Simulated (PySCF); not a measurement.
CH3F, SMILES FC. Atoms are numbered in the order given.

```xyz
5

C      0.0000     0.0000     0.6348
F      0.0000     0.0000    -0.7523
H      0.8952     0.5169     0.9873
H     -0.8952     0.5169     0.9873
H      0.0000    -1.0337     0.9873
```
Charge 0, spin multiplicity 1.

Geometry optimised at r2SCAN-D4/def2-TZVP.

Computed with PySCF with PBE/pcJ-1.

Isotropic couplings with Fermi-contact, spin-dipole and both spin-orbit terms, one fixed conformer, no vibrational averaging. Isotopes: 13C, 19F, 1H.

Computed spin–spin coupling constants:
```json
[
 {"pair": "C1–F2", "bonds apart": "1", "J (Hz)": "-247.8"},
 {"pair": "C1–H3", "bonds apart": "1", "J (Hz)": "139.5"},
 {"pair": "C1–H4", "bonds apart": "1", "J (Hz)": "139.5"},
 {"pair": "C1–H5", "bonds apart": "1", "J (Hz)": "139.5"},
 {"pair": "F2–H3", "bonds apart": "2", "J (Hz)": "46.7"},
 {"pair": "F2–H4", "bonds apart": "2", "J (Hz)": "46.7"},
 {"pair": "F2–H5", "bonds apart": "2", "J (Hz)": "46.7"},
 {"pair": "H3–H4", "bonds apart": "2", "J (Hz)": "-8.0"},
 {"pair": "H3–H5", "bonds apart": "2", "J (Hz)": "-8.0"},
 {"pair": "H4–H5", "bonds apart": "2", "J (Hz)": "-8.0"}
]
```
